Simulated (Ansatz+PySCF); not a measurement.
Values are calculated unless marked as measured or tabulated.
A run of PySCF 2.14.0 on singlet BH at this shape:

```yaml
atoms:
  - { symbol: B, position_ang: [0.0000, 0.0000, -0.4070] }
  - { symbol: H, position_ang: [0.0000, 0.0000, 2.0351] }
```

Its results:

```json
{
  "Converged": "yes",
  "Reference energy": "-24.98438 hartree",
  "Correlation energy": "-0.05647 hartree",
  "Total energy": "-25.04085 hartree"
}
```

(1) Which input gives this output? Name the method, the orbitals and the basis set, and write the input.

## Answers

(1) RHF-MP2 in 6-31G. An unrestricted run that stays on the closed shell gives the same numbers.

```python
from pyscf import gto, scf, mp

mol = gto.M(atom="""
B 0.000000 0.000000 -0.407020
H 0.000000 0.000000 2.035080
""", basis='6-31g', charge=0, spin=0)
mf = scf.RHF(mol)
mf.kernel()
pt = mp.MP2(mf, frozen=1).run()
print(mf.e_tot, pt.e_corr, pt.e_tot)
```

Caution: large amplitudes, a single reference is doubtful; an unrestricted determinant lies well below.
